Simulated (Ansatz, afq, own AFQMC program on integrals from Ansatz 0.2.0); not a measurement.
# SiH4O (triplet): quantum Monte Carlo beside coupled cluster at distance Si1–H5 along a hydrogen transfer = 1.744 Å, cc-pVTZ

Aim: compute SiH4O (triplet) with auxiliary-field quantum Monte Carlo on the same integrals as coupled cluster, and set the energies side by side.

Method: cc-pVTZ, frozen cores; program: Ansatz 0.2.0, Gaussian basis, and an in-house AFQMC program (afq) on its integrals; all values are calculated.

The runs, in order: CCSD(T) on UHF; PBE (unrestricted); r2SCAN (unrestricted); PBE0 (unrestricted); B3LYP (unrestricted); wB97M-V (unrestricted); B2PLYP (unrestricted); Phaseless AFQMC, CISD trial on UHF.

## 1. The system

The geometry derives from fragments relaxed apart (PBE0/def2-TZVP) and kept rigid, so it is no stationary point. A hydrogen atom is moved between rigid fragments.

6 atoms, charge 0, spin multiplicity 3.

Atoms are counted from 1 here; the program's logs count them from 0.

Bond lengths: Si1–H2 1.485 Å, Si1–H3 1.485 Å, Si1–H4 1.485 Å, H5–O6 1.094 Å. Angles: H2–Si1–H3 109.5°, H2–Si1–H4 109.5°, H3–Si1–H4 109.5°.

As a file:

```xyz
6
H4OSi
Si   -0.9491    0.0000    0.0000
H    -1.4440    1.3997    0.0000
H    -1.4440   -0.6999    1.2122
H    -1.4440   -0.6999   -1.2122
H     0.7949    0.0000    0.0000
O     1.8889    0.0000    0.0000
```

## 2. CCSD(T) on UHF

The input, in.yaml:

```yaml
crystal:
  periodic: [false, false, false]
  atoms:
    - {symbol: Si, position_ang: [-0.949105, 0.000000, 0.000000]}
    - {symbol: H, position_ang: [-1.443976, 1.399708, 0.000000]}
    - {symbol: H, position_ang: [-1.443976, -0.699854, 1.212183]}
    - {symbol: H, position_ang: [-1.443976, -0.699854, -1.212183]}
    - {symbol: H, position_ang: [0.794895, 0.000000, 0.000000]}
    - {symbol: O, position_ang: [1.888895, 0.000000, 0.000000]}
basis:
  gaussian: {orbitals: cc-pVTZ}
magnetization: {spin_polarized: true, initial_magnetization: 2}
correlation: {method: ccsd_t, electrons: outside_noble_gas, hamiltonian_folder: ham}
```

On the command line:

```console
$ ansatz run in.yaml --threads 1 --pin off --events-out ev --progress --plain --max-ram 16896MiB --backend cuda --devices 0, --max-vram 18GiB
```

What it wrote (excerpt; [...] marks lines left out):

```text
Functional definition: HF
  name "HF"
  cite "Fock, Z. Phys. 61, 126 (1930) doi:10.1007/BF01340294"
  parent pbe
[...]
693 factors; integrals over basis functions are off by at most 9.5e-4 eV
[...]
mean field -9960.16282194 eV, -366.0292324653 hartree, gradient 2.5e-6 eV, S^2 2.032460; 5 other end points of the search recorded, 0 dependent functions left out
determinant -9960.16282194 eV, -366.0292324653 hartree, with singles and doubles -9970.28317744 eV, -366.4011486704 hartree
determinant -9957.47053291 eV, -365.9302926685 hartree, with singles and doubles -9967.07854280 eV, -366.2833805195 hartree
6 core orbitals not correlated: weight in the atoms' cores, before any rotation towards them, 1.000 or more for the frozen orbitals, at most 0.000 for the correlated occupied ones
reference -9960.16282194 eV, -366.0292324653 hartree; 8, 6 occupied and 106, 108 virtual orbitals, 693 factors
second order -8.86906255 eV of doubles, -0.00000000 eV of singles
cycle   1  -9.96632468 eV  change   -9.7e-1 eV  update   2.1e-2
[...]
cycle   9  -9.98958832 eV  change    1.0e-5 eV  update   8.0e-6
perturbative correction -0.28454210 eV, -0.0104567292 hartree
Total energy: -9970.43695235 eV, -366.4067997941 hartree
```

Run time: 7.5 s. Hardware: 1 × NVIDIA H100 80GB HBM3 with 1 thread of AMD EPYC 7R13 (Zen 3), shared host; peak host memory 2.1 GiB.

From the report: ⟨S²⟩ of the determinant 2.032 (pure triplet: 2.00); correlation -10.2741 eV; T1 0.016; largest double amplitude 0.03.

This run also writes the integrals to the folder ham.

## 3. PBE (unrestricted)

in.yaml, as its differences from that of step 2:

```diff
@@ -12,2 +12,3 @@
 magnetization: {spin_polarized: true, initial_magnetization: 2}
-correlation: {method: ccsd_t, electrons: outside_noble_gas, hamiltonian_folder: ham}
+hamiltonian: {xc: {name: PBE}}
+output: {orbitals: {seedname: orbitals}}
```

On the command line:

```console
$ ansatz run in.yaml --threads 1 --pin off --events-out ev --progress --plain --max-ram 5632MiB --backend cpu
```

What it wrote:

```text
Functional definition: PBE
  name "PBE"
  cite "Perdew, Burke & Ernzerhof, Phys. Rev. Lett. 77, 3865 (1996) doi:10.1103/PhysRevLett.77.3865"
  parent pbe
  parameter kappa = 0.804
  parameter beta = 0.06672455060314922
  exchange = pbe_x(kappa = kappa, mu = beta*pi^2/3)
  correlation = pbe_c(beta = beta)
682 factors; their error is unknown
mean field evaluation 1: about -9978.0030 eV, gradient 2.1e1 eV
mean field evaluation 2: about -9974.4064 eV, gradient 3.8e1 eV
mean field evaluation 4: about -9979.8053 eV, gradient 1.4e0 eV
mean field evaluation 8: about -9979.7877 eV, gradient 2.4e-2 eV
mean field evaluation 16: about -9979.7877 eV, gradient 1.8e-5 eV
mean field evaluation 32: about -9979.7877 eV, gradient 2.8e-6 eV
mean field -9979.78765764 eV, -366.7504318752 hartree, gradient 8.7e-6 eV, S^2 2.004857; 3 other end points of the search recorded, 0 dependent functions left out
reference -9979.78769077 eV, -366.7504330929 hartree; 14, 12 occupied and 106, 108 virtual orbitals, 682 factors
Total energy: -9979.78769077 eV, -366.7504330929 hartree
```

It took 18 s on 1 thread of AMD EPYC 7R13 (Zen 3), shared host; peak memory 2.1 GiB.

From the report: ⟨S²⟩ of the determinant 2.005 (pure triplet: 2.00).

## 4. r2SCAN (unrestricted)

in.yaml, as its differences from that of step 3:

```diff
@@ -12,3 +12,2 @@
 magnetization: {spin_polarized: true, initial_magnetization: 2}
-hamiltonian: {xc: {name: PBE}}
-output: {orbitals: {seedname: orbitals}}
+hamiltonian: {xc: {name: r2SCAN}}
```

Launched as before.

What it wrote (excerpt; [...] marks lines left out):

```text
Functional definition: r2SCAN
  name "r2SCAN"
  cite "Furness, Kaplan, Ning, Perdew & Sun, J. Phys. Chem. Lett. 11, 8208 (2020) doi:10.1021/acs.jpclett.0c02405"
  cite "Furness, Kaplan, Ning, Perdew & Sun, J. Phys. Chem. Lett. 11, 9248 (2020) doi:10.1021/acs.jpclett.0c03077"
  parent r2scan
[...]
682 factors; their error is unknown
[...]
mean field -9984.59486886 eV, -366.9270936291 hartree, gradient 9.3e-6 eV, S^2 2.010298; 4 other end points of the search recorded, 0 dependent functions left out
reference -9984.59487999 eV, -366.9270940382 hartree; 14, 12 occupied and 106, 108 virtual orbitals, 682 factors
Total energy: -9984.59487999 eV, -366.9270940382 hartree
```

Wall time 26 s (1 thread of AMD EPYC 7R13 (Zen 3), shared host); peak memory 2.1 GiB.

From the report: ⟨S²⟩ of the determinant 2.010 (pure triplet: 2.00).

## 5. PBE0 (unrestricted)

in.yaml, as its differences from that of step 4:

```diff
@@ -12,2 +12,3 @@
 magnetization: {spin_polarized: true, initial_magnetization: 2}
-hamiltonian: {xc: {name: r2SCAN}}
+hamiltonian: {xc: {name: PBE0}}
+output: {orbitals: {seedname: orbitals}}
```

The command is unchanged.

What it wrote:

```text
Functional definition: PBE0
  name "PBE0"
  cite "Adamo & Barone, J. Chem. Phys. 110, 6158 (1999) doi:10.1063/1.478522"
  cite "Perdew, Burke & Ernzerhof, Phys. Rev. Lett. 77, 3865 (1996) doi:10.1103/PhysRevLett.77.3865"
  parent pbe
  parameter a = 0.25
  parameter kappa = 0.804
  parameter beta = 0.06672455060314922
  exchange = (1 - a)*pbe_x(kappa = kappa, mu = beta*pi^2/3) + a*exact_x
  correlation = pbe_c(beta = beta)
691 factors; their error is unknown
mean field evaluation 1: about -9979.5679 eV, gradient 1.7e1 eV
mean field evaluation 2: about -9978.9445 eV, gradient 2.2e1 eV
mean field evaluation 4: about -9980.6280 eV, gradient 5.5e-1 eV
mean field evaluation 8: about -9980.6606 eV, gradient 1.6e-1 eV
mean field evaluation 16: about -9980.6607 eV, gradient 1.7e-5 eV
mean field evaluation 32: about -9980.6607 eV, gradient 2.9e-6 eV
mean field -9980.66066242 eV, -366.7825142090 hartree, gradient 7.6e-8 eV, S^2 2.008450; 3 other end points of the search recorded, 0 dependent functions left out
reference -9980.66068751 eV, -366.7825151312 hartree; 14, 12 occupied and 106, 108 virtual orbitals, 691 factors
Total energy: -9980.66068751 eV, -366.7825151312 hartree
```

Run time: 28 s. Hardware: 1 thread of AMD EPYC 7R13 (Zen 3), shared host; peak memory 2.1 GiB.

From the report: ⟨S²⟩ of the determinant 2.008 (pure triplet: 2.00).

## 6. B3LYP (unrestricted)

in.yaml, as its differences from that of step 5:

```diff
@@ -12,3 +12,2 @@
 magnetization: {spin_polarized: true, initial_magnetization: 2}
-hamiltonian: {xc: {name: PBE0}}
-output: {orbitals: {seedname: orbitals}}
+hamiltonian: {xc: {name: B3LYP}}
```

Launched as before.

What it wrote (excerpt; [...] marks lines left out):

```text
Functional definition: B3LYP
  name "B3LYP"
  cite "Stephens, Devlin, Chabalowski & Frisch, J. Phys. Chem. 98, 11623 (1994) doi:10.1021/j100096a001"
  cite "Becke, Phys. Rev. A 38, 3098 (1988) doi:10.1103/PhysRevA.38.3098"
  cite "Lee, Yang & Parr, Phys. Rev. B 37, 785 (1988) doi:10.1103/PhysRevB.37.785"
  cite "Vosko, Wilk & Nusair, Can. J. Phys. 58, 1200 (1980) doi:10.1139/p80-159"
[...]
691 factors; their error is unknown
[...]
mean field -9987.07598074 eV, -367.0182728091 hartree, gradient 2.0e-6 eV, S^2 2.006891; 5 other end points of the search recorded, 0 dependent functions left out
reference -9987.07619398 eV, -367.0182806456 hartree; 14, 12 occupied and 106, 108 virtual orbitals, 691 factors
Total energy: -9987.07619398 eV, -367.0182806456 hartree
```

It took 34 s on 1 thread of AMD EPYC 7R13 (Zen 3), shared host; peak memory 2.1 GiB.

From the report: ⟨S²⟩ of the determinant 2.007 (pure triplet: 2.00).

## 7. wB97M-V (unrestricted)

in.yaml, as its differences from that of step 6:

```diff
@@ -12,2 +12,3 @@
 magnetization: {spin_polarized: true, initial_magnetization: 2}
-hamiltonian: {xc: {name: B3LYP}}
+hamiltonian: {xc: {name: wB97M-V}}
+output: {orbitals: {seedname: orbitals}}
```

Same command.

What it wrote (excerpt; [...] marks lines left out):

```text
Functional definition: wB97M-V
  name "wB97M-V"
  cite "Mardirossian & Head-Gordon, J. Chem. Phys. 144, 214110 (2016) doi:10.1063/1.4952647"
  cite "Becke, J. Chem. Phys. 107, 8554 (1997) doi:10.1063/1.475007"
  cite "Vydrov & Van Voorhis, J. Chem. Phys. 133, 244103 (2010) doi:10.1063/1.3521275"
  # Of w^i u^j: cxij and so on, Table III.
[...]
  gx(w, u) = 1 - cx + cx01*u + cx10*w
  gss(w, u) = css00 + css04*u^4 + css10*w + css20*w^2 + css43*w^4*u^3
  gos(w, u) = cos00 + cos10*w + (cos20 + cos21*u)*w^2 + (cos60 + cos61*u)*w^6
[...]
      + integral(e_c_pw_mod_opposite_spin*gos(b97_w_opposite, b97_u_opposite)) + vv10(b, c)
691 factors; their error is unknown
163 factors; integrals over basis functions are off by at most 2.3e-5 eV
[...]
mean field -9984.48259766 eV, -366.9229677387 hartree, gradient 8.5e-6 eV, S^2 2.007162; 1 other end points of the search recorded, 0 dependent functions left out
reference -9984.48263619 eV, -366.9229691544 hartree; 14, 12 occupied and 106, 108 virtual orbitals, 691 factors
Total energy: -9984.48263619 eV, -366.9229691544 hartree
```

It took 66 s on 1 thread of AMD EPYC 7R13 (Zen 3), shared host; peak memory 2.1 GiB.

From the report: ⟨S²⟩ of the determinant 2.007 (pure triplet: 2.00).

## 8. B2PLYP (unrestricted)

in.yaml, as its differences from that of step 7:

```diff
@@ -12,3 +12,3 @@
 magnetization: {spin_polarized: true, initial_magnetization: 2}
-hamiltonian: {xc: {name: wB97M-V}}
-output: {orbitals: {seedname: orbitals}}
+hamiltonian: {xc: {name: B2PLYP}}
+correlation: {electrons: outside_noble_gas}
```

The command is unchanged.

What it wrote (excerpt; [...] marks lines left out):

```text
Functional definition: B2PLYP
  name "B2PLYP"
  cite "Grimme, J. Chem. Phys. 124, 034108 (2006) doi:10.1063/1.2148954"
  cite "Becke, Phys. Rev. A 38, 3098 (1988) doi:10.1103/PhysRevA.38.3098"
  cite "Lee, Yang & Parr, Phys. Rev. B 37, 785 (1988) doi:10.1103/PhysRevB.37.785"
[...]
693 factors; integrals over basis functions are off by at most 9.5e-4 eV
[...]
mean field -9978.54050369 eV, -366.7045998128 hartree, gradient 1.8e-9 eV, S^2 2.014747; 6 other end points of the search recorded, 0 dependent functions left out
6 core orbitals not correlated: weight in the atoms' cores, before any rotation towards them, 1.000 or more for the frozen orbitals, at most 0.000 for the correlated occupied ones
reference -9978.54063941 eV, -366.7046048004 hartree; 8, 6 occupied and 106, 108 virtual orbitals, 693 factors
second order -10.81609661 eV of doubles, -0.00000000 eV of singles
Total energy: -9981.46098549 eV, -366.8119255395 hartree
```

It took 49 s on 1 thread of AMD EPYC 7R13 (Zen 3), shared host; peak memory 2.1 GiB.

From the report: ⟨S²⟩ of the determinant 2.015 (pure triplet: 2.00).

## 9. Phaseless AFQMC, CISD trial on UHF

It reads the integrals that the CCSD(T) run on this determinant wrote.

On the command line:

```console
$ afq ham --method phaseless --trial cisd --walkers 600 --populations 10 --least-time 60 --time-step 0.005 --steps-per-block 50 --equilibration-blocks 28 --max-blocks 4000 --target-error 0.00022 --factor-cut 1e-05 --start spin_pure --seed 8620 --release-times 0.24,0.51,0.99,1.62,2.4 --release-step 0.03 --release-every 3 --taylor-order 6
```

What it wrote:

```text
orbitals 114  electrons 8 6  factors 688 of 693
reference energy -366.02923247 Eh
CCSD correlation -0.36711060 Eh in 11 cycles, weight of the determinant in the CISD state 0.8708
energy of the start -366.394598 Eh
 block  time / (1/Eh)  mean weight  energy / Eh
     1     0.250  0.9996  -366.391890
     2     0.500  0.9987  -366.397048
     3     0.750  0.9997  -366.399499
     4     1.000  1.0001  -366.400996
     5     1.250  1.0004  -366.404158
     6     1.500  0.9978  -366.404464
     7     1.750  0.9994  -366.405023
     8     2.000  0.9977  -366.406911
     9     2.250  1.0000  -366.407321
    10     2.500  1.0006  -366.405391
    13     3.250  0.9998  -366.409860
    17     4.250  1.0010  -366.405883
    21     5.250  0.9985  -366.408860
    25     6.250  0.9992  -366.407560
    29     7.250  0.9997  -366.407899
    33     8.250  0.9991  -366.409719
    37     9.250  0.9997  -366.407141
    41    10.250  0.9980  -366.405627
    45    11.250  1.0007  -366.406304
    49    12.250  0.9997  -366.406908
    53    13.250  0.9988  -366.408241
    57    14.250  1.0005  -366.406022
    61    15.250  1.0005  -366.408091
    65    16.250  0.9999  -366.408371
    69    17.250  0.9984  -366.404874
    73    18.250  0.9995  -366.406819
    77    19.250  1.0002  -366.409208
    81    20.250  0.9989  -366.405643
    85    21.250  0.9989  -366.406128
    89    22.250  1.0005  -366.408303
    93    23.250  0.9996  -366.408956
    97    24.250  0.9995  -366.409053
   101    25.250  1.0004  -366.408652
   105    26.250  1.0006  -366.405397
   109    27.250  1.0002  -366.403706
   113    28.250  1.0004  -366.407614
   117    29.250  1.0002  -366.408282
   121    30.250  0.9999  -366.406881
   125    31.250  0.9995  -366.407481
   129    32.250  1.0002  -366.407059
   133    33.250  0.9994  -366.406301
   137    34.250  1.0003  -366.406497
   141    35.250  1.0003  -366.408588
   145    36.250  0.9998  -366.406496
   149    37.250  0.9995  -366.407062
   153    38.250  0.9985  -366.407201
   157    39.250  1.0000  -366.408625
   161    40.250  1.0010  -366.404183
   165    41.250  1.0006  -366.405961
   169    42.250  0.9982  -366.405199
   173    43.250  1.0008  -366.404810
   177    44.250  0.9995  -366.410411
   181    45.250  0.9994  -366.407133
   185    46.250  0.9998  -366.408265
error from the spread of 10 populations
released: time / (1/Eh)  energy / Eh  error  mean overlap
  0.24  -366.407884  0.000227  0.9928
  0.51  -366.408022  0.000221  0.9926
  0.99  -366.408319  0.000249  0.9946
  1.62  -366.408790  0.000271  0.9715
  2.40  -366.407644  0.000486  0.9724
energy -366.407428 +/- 0.000134 Eh
```

Wall time 3.8 min (1 × NVIDIA H100 80GB HBM3 with 2 threads of AMD EPYC 7R13 (Zen 3), shared host); peak host memory 2.1 GiB.

Energy -9970.4541 ± 0.0036 eV. Caveats: constraint bias not in the error.

## 10. All levels side by side

On the UHF determinant, counted from CCSD(T) (a yardstick, not exact):

```
                                               level  energy (eV)  from CCSD(T) (meV)  statistical error (meV)     time
                                                  HF   -9960.1628            +10274.1                                  
                                                 MP2   -9969.0319             +1405.1                                  
                                                CCSD   -9970.1524              +284.5                                  
                                             CCSD(T)   -9970.4370                 0.0                                  
Phaseless AFQMC, CISD trial, step 0.005, 600 walkers   -9970.4541               -17.1                      3.6  3.8 min
```

The functionals' totals stand on their own zeros and serve differences with other points: PBE -9979.788 eV; r2SCAN -9984.595 eV; PBE0 -9980.661 eV; B3LYP -9987.076 eV; wB97M-V -9984.483 eV; B2PLYP -9981.461 eV.

## 11. What came out

| quantity | value |
| --- | --- |
| Phaseless AFQMC, CISD trial on UHF from CCSD(T) | -17.1 ± 3.6 meV |

What this shows: On UHF the phaseless walk with the CISD trial lies -17.1 meV from CCSD(T), 5 times its error bar. Error bars are statistical and leave out the constraint, the time step and what remains of the start.
